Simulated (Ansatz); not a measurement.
# triplet SiH3OF at 6 levels

We compute a comparison of 6 runs (UB3LYP/6-31G*, U-revPBE/aug-cc-pVDZ, U-wB97M-V/aug-cc-pVDZ, RPA@PBE0/aug-cc-pVDZ, UBCCD(T)/aug-cc-pVDZ, UCCSD(T)/aug-cc-pVDZ) of triplet SiH3OF. 

The calculation is run with Ansatz 0.2.0.

72 further runs of the same task are left out: 72 set aside as unsound or not needed.

## (1) The structure to begin with

SiH3OF: 6 atoms, total charge 0, spin state triplet. SMILES of the parent species: `O[SiH2]F`. The shape is that of a PBE0-D4/def2-TZVP optimisation. This is one conformer, not always the lowest. That shape belongs to the parent species and isn't relaxed for this state.

Bond lengths: O1–Si2 1.630 Å, Si2–F3 1.596 Å, O1–H4 0.958 Å, Si2–H5 1.474 Å, Si2–H6 1.482 Å. Angles: O1–Si2–F3 111.0°, O1–Si2–H5 106.4°, O1–Si2–H6 111.7°, F3–Si2–H5 108.2°, F3–Si2–H6 106.0°, Si2–O1–H4 119.1°, H5–Si2–H6 113.7°.

## (2) A single-point energy at UB3LYP/6-31G(d) (spherical functions) (run 1)

run.yaml

```yaml
crystal:
  periodic: [false, false, false]
  atoms:
    - {symbol: O, position_ang: [-0.853500, -0.209200, -0.924100]}
    - {symbol: Si, position_ang: [0.378300, -0.009300, 0.123900]}
    - {symbol: F, position_ang: [0.180800, -0.922800, 1.417800]}
    - {symbol: H, position_ang: [-1.714200, 0.150200, -0.705600]}
    - {symbol: H, position_ang: [1.595600, -0.458500, -0.575800]}
    - {symbol: H, position_ang: [0.455100, 1.385600, 0.617600]}
basis:
  gaussian:
    orbitals: 6-31G_st_-spherical.json
magnetization:
  spin_polarized: true
  initial_magnetization: 2
hamiltonian:
  xc: {name: B3LYP}
accuracy: high
output: {orbitals: {seedname: orbitals}}
```

The basis set 6-31G* is read from a file made from the Basis Set Exchange's data (not shown).

On the command line:

```bash
$ ansatz run run.yaml --threads 1 --pin off --max-ram 3480MiB --events-out events.jsonl --progress --plain --runs-dir runs
```

What it wrote:

```text
Warning: RAYON_NUM_THREADS=1 ignored (pool sized by the plan → 1); use --threads N
Functional definition: B3LYP
  name "B3LYP"
  parameter a0 = 0.2
  parameter ax = 0.72
  parameter ac = 0.81
  exchange = (1 - a0 - ax)*slater_x + ax*b88_x + a0*exact_x
  correlation = (1 - ac)*vwn_rpa_c + ac*lyp_c
1116 factors; integrals over basis functions are off by at most 3.4e-9 eV
mean field evaluation 1: about -12677.5790 eV, gradient 4.2e1 eV
mean field evaluation 2: about -12637.7879 eV, gradient 9.9e1 eV
mean field evaluation 4: about -12682.3182 eV, gradient 2.3e1 eV
mean field evaluation 8: about -12684.4323 eV, gradient 8.5e-1 eV
mean field evaluation 16: about -12684.6052 eV, gradient 2.8e-2 eV
mean field evaluation 32: about -12684.6052 eV, gradient 5.9e-6 eV
mean field -12684.60523816 eV, -466.1506445683 hartree, gradient 4.1e-8 eV, S^2 2.006166; 7 other end points of the search recorded, 0 dependent functions left out
reference -12684.60527478 eV, -466.1506459139 hartree; 18, 16 occupied and 34, 36 virtual orbitals, 1116 factors
Total energy: -12684.60527478 eV, -466.1506459139 hartree
```

It took 13 s on 1 thread of Arm Neoverse V1, shared host; peak memory 0.2 GiB.

## (3) A single-point energy at U-revPBE/aug-cc-pVDZ (run 2)

molecule.yaml

```yaml
crystal:
  periodic: [false, false, false]
  atoms:
    - {symbol: O, position_ang: [-0.853500, -0.209200, -0.924100]}
    - {symbol: Si, position_ang: [0.378300, -0.009300, 0.123900]}
    - {symbol: F, position_ang: [0.180800, -0.922800, 1.417800]}
    - {symbol: H, position_ang: [-1.714200, 0.150200, -0.705600]}
    - {symbol: H, position_ang: [1.595600, -0.458500, -0.575800]}
    - {symbol: H, position_ang: [0.455100, 1.385600, 0.617600]}
basis:
  gaussian: {orbitals: aug-cc-pVDZ}
total_charge: 0
magnetization: {spin_polarized: true, initial_magnetization: 2}
hamiltonian: {xc: {name: revPBE}}
accuracy: high
output: {orbitals: {seedname: orbitals}}
```

On the command line:

```bash
$ ansatz run molecule.yaml --threads 1 --pin off --max-ram 3480MiB --events-out events.jsonl --progress --plain --runs-dir runs
```

What it wrote:

```text
Warning: RAYON_NUM_THREADS=1 ignored (pool sized by the plan → 1); use --threads N
Functional definition: revPBE
  name "revPBE"
  parameter kappa = 1.245
  parameter beta = 0.06672455060314922
  exchange = pbe_x(kappa = kappa, mu = beta*pi^2/3)
  correlation = pbe_c(beta = beta)
2017 factors; integrals over basis functions are off by at most 3.4e-9 eV
mean field evaluation 1: about -12674.6398 eV, gradient 4.7e1 eV
mean field evaluation 2: about -12574.4243 eV, gradient 1.3e2 eV
mean field evaluation 4: about -12674.9756 eV, gradient 4.0e1 eV
mean field evaluation 8: about -12683.1039 eV, gradient 9.7e-1 eV
mean field evaluation 16: about -12683.1061 eV, gradient 2.2e-3 eV
mean field evaluation 32: about -12680.7263 eV, gradient 1.3e1 eV
mean field evaluation 64: about -12682.7242 eV, gradient 4.3e-1 eV
mean field -12683.10614177 eV, -466.0955537921 hartree, gradient 8.0e-8 eV, S^2 2.003029; 8 other end points of the search recorded, 0 dependent functions left out
reference -12683.10614805 eV, -466.0955540226 hartree; 18, 16 occupied and 82, 84 virtual orbitals, 2017 factors
Total energy: -12683.10614805 eV, -466.0955540226 hartree
```

It took 23 s on 1 thread of Arm Neoverse V1, shared host; peak memory 0.35 GiB.

Runs 3 to 5 aren't shown in full; the table further down has their settings and results.

## (4) A single-point energy at UCCSD(T)/aug-cc-pVDZ (run 6)

in.yaml

```yaml
crystal:
  periodic: [false, false, false]
  atoms:
    - symbol: O
      position_ang: [-0.853500, -0.209200, -0.924100]
    - symbol: Si
      position_ang: [0.378300, -0.009300, 0.123900]
    - symbol: F
      position_ang: [0.180800, -0.922800, 1.417800]
    - symbol: H
      position_ang: [-1.714200, 0.150200, -0.705600]
    - symbol: H
      position_ang: [1.595600, -0.458500, -0.575800]
    - symbol: H
      position_ang: [0.455100, 1.385600, 0.617600]
basis:
  gaussian:
    orbitals: aug-cc-pVDZ
magnetization:
  spin_polarized: true
  initial_magnetization: 2
correlation:
  method: ccsd_t
  frozen_orbitals: {F: 1, H: 0, O: 1, Si: 5}
accuracy: high
scf:
  omitted_lower_state_checks: [cluster_reference, increment]
```

On the command line:

```bash
$ ansatz run in.yaml --threads 1 --pin off --max-ram 3480MiB --events-out events.jsonl --progress --plain --runs-dir runs
```

What it wrote:

```text
Warning: RAYON_NUM_THREADS=1 ignored (pool sized by the plan → 1); use --threads N
[... 17 lines left out ...]
7 core orbitals not correlated: weight in the atoms' cores, before any rotation towards them, 1.000 or more for the frozen orbitals, at most 0.000 for the correlated occupied ones
[... 51 lines left out ...]
Total energy: -12663.10961072 eV, -465.3606948301 hartree
Checks for a lower state left out: cluster_reference, increment
```

Wall time 2.7 min (1 thread of Arm Neoverse V1, shared host); peak memory 1.4 GiB.

## (5) Overview of the runs

| run | level | frozen core orbitals | energy (Eh) | ⟨S²⟩ | wall time |
| --- | --- | --- | --- | --- | --- |
| 1 | UB3LYP/6-31G* (spherical functions) | – | -466.150646 | 2.006 | 13 s |
| 2 | U-revPBE/aug-cc-pVDZ | – | -466.095554 | 2.003 | 23 s |
| 3 | U-wB97M-V/aug-cc-pVDZ | – | -466.118709 | 2.010 | 4.2 min |
| 4 | RPA@PBE0/aug-cc-pVDZ | 7 | -465.533466 | 2.009 | 62 s |
| 5 | UBCCD(T)/aug-cc-pVDZ | 7 | -465.362194 | 2.007 | 3.4 min |
| 6 | UCCSD(T)/aug-cc-pVDZ | 7 | -465.360695 | 2.007 | 2.7 min |

## (6) Results

| quantity | value |
| --- | --- |
| run 6: total energy | -465.36069 Eh |
| run 6: correlation energy (7 core orbitals frozen) | -512.7 mEh |
| run 6: (T) correction | -13.29 mEh |
| run 6: ⟨S²⟩ of the reference determinant | 2.007 |
| run 6: T1 diagnostic | 0.049 |

**Reading.** Totals of different functionals can't be ranked against each other. All runs together took 12 min, the longest 4.2 min.
